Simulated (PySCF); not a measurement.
# Spin states of MgO

Unrestricted PBE0; PySCF, no relativity, basis sets Mg 6-311G(d,p), O 6-311G(d,p). Outer shells of the fragments: Mg 3s2; O 2s2 2p4.

Followed along the bond (rough minima from three points):

```csv
2Ms+1,unpaired,⟨S²⟩ at the start,R at minimum (Å),Te (eV)
3,"σ ↑, π ↑",2.01,1.91,0.00
1,"σ ↓, π ↑",1.00,1.90,0.06
1,none,0.00,1.75,0.44
```

Solutions found at the starting distance of 1.955 Å, counted from the lowest of them; the search is not exhaustive and high or unbound solutions are not listed, so other states can lie among these:

```csv
2Ms+1,unpaired,term,E (eV),⟨S²⟩,⟨Lz²⟩,μ (D)
3,"σ ↑, π ↑",³Π,0.00,2.01,1.01,-3.15
1,"σ ↓, π ↑",mixed,0.07,1.00,1.01,-3.24
1,none,¹Σ⁺,0.77,0.00,0.00,-6.93
3,π ↑↑,mixed,3.15,2.00,2.00,-4.77
1,π ↑↓,mixed,3.27,1.06,2.01,-4.37
3,π ↑↑,mixed,3.29,2.00,2.00,-4.72
3,π ↑↑,³Σ⁻,3.31,2.01,0.00,3.04
1,π ↑↓,mixed,4.09,1.00,2.00,3.04
3,"σ ↓, π ↑↑↑",mixed,5.82,3.00,1.01,2.63
1,none,mixed,6.30,0.00,2.00,3.03
```

A term symbol is given only where ⟨S²⟩ and ⟨Lz²⟩ are close to those of a pure state; real π, δ and φ orbitals otherwise mix terms. A positive dipole means Mg(−)O(+).

Counting both spins, an empty level lies below a filled one in some of these solutions, because spin and occupation are held.
